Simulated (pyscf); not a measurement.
# Four-centre exchange: `[F][GeH]([F])[F]` + `[OH2]` -> `[FH]` + `[OH][GeH]([F])[F]`

Gas phase, singlet surface, charge 0. Bonds broken: F1–Ge2, O6–H7. Bonds formed: F1–H7, Ge2–O6. Single points on ωB97X-D3(BJ)/def2-SVP structures (PySCF, gas phase).

Transition state (Å):

```xyz
8

F      0.2823     0.7108     0.6824
Ge    -0.7832    -0.4694    -0.5649
F     -1.1833    -1.3119    -2.0430
F     -2.1650     0.5286    -0.3729
H     -0.5316    -1.6236     0.3845
O      0.5488     0.5438    -1.4707
H      0.8093     0.8748    -0.4080
H      1.1541     0.1224    -2.0944
```

One imaginary mode, 702i cm⁻¹; descent along it reached the two sides named, in the forms told below.

```json
[
 {"bond": "F1–Ge2", "change": "breaks", "reactant side (Å)": "1.738", "saddle": "2.021", "product side": "2.7"},
 {"bond": "O6–H7", "change": "breaks", "reactant side (Å)": "0.967", "saddle": "1.143", "product side": "1.747"},
 {"bond": "F1–H7", "change": "forms", "reactant side (Å)": "2.259", "saddle": "1.222", "product side": "0.941"},
 {"bond": "Ge2–O6", "change": "forms", "reactant side (Å)": "2.386", "saddle": "1.903", "product side": "1.773"}
]
```

Electronic energies relative to the separated reactants (kcal/mol):

```csv
level,barrier,reaction energy,reverse barrier
ωB97X-D3(BJ)/def2-TZVP,12.8,+4.6,8.1
PBE/def2-TZVP,9.9,+5.4,4.6
r²SCAN/def2-TZVP,9.8,+5.5,4.3
B3LYP-D3(BJ)/def2-TZVP,13.0,+5.1,7.9
PBE0-D3(BJ)/def2-TZVP,11.1,+4.5,6.6
M06-2X/def2-TZVP,11.4,+4.6,6.8
ωB97M-D3(BJ)/def2-TZVP,13.1,+5.0,8.1
HF/def2-TZVP,27.5,+5.6,21.9
```

With ωB97M-D3(BJ)/def2-TZVP energies and thermal terms (ideal gas, 1 atm, RRHO with modes under 100 cm⁻¹ raised to 100, one conformer, R ln 2 for chiral ones without a mode under 150 cm⁻¹), in kcal/mol:

```json
[
 {"T (K)": "298", "ΔH‡": "12.0", "ΔG‡": "22.6", "ΔH": "+4.6", "ΔG": "+4.4"},
 {"T (K)": "600", "ΔH‡": "12.0", "ΔG‡": "33.4", "ΔH": "+5.1", "ΔG": "+3.9"},
 {"T (K)": "900", "ΔH‡": "12.6", "ΔG‡": "44.0", "ΔH": "+5.6", "ΔG": "+3.3"},
 {"T (K)": "1200", "ΔH‡": "13.4", "ΔG‡": "54.3", "ΔH": "+6.0", "ΔG": "+2.4"}
]
```

On the reactant side the descent ends in a complex, 4.4 kcal/mol under the separated species and 17.2 kcal/mol under the saddle at ωB97X-D3(BJ)/def2-TZVP. On the product side the descent ends in a complex, 6.5 kcal/mol under the separated species and 14.7 kcal/mol under the saddle at ωB97X-D3(BJ)/def2-TZVP. This is the saddle that the search found; another between the same sides may lie lower. Elements up to Kr have no core potential and no relativistic terms here.
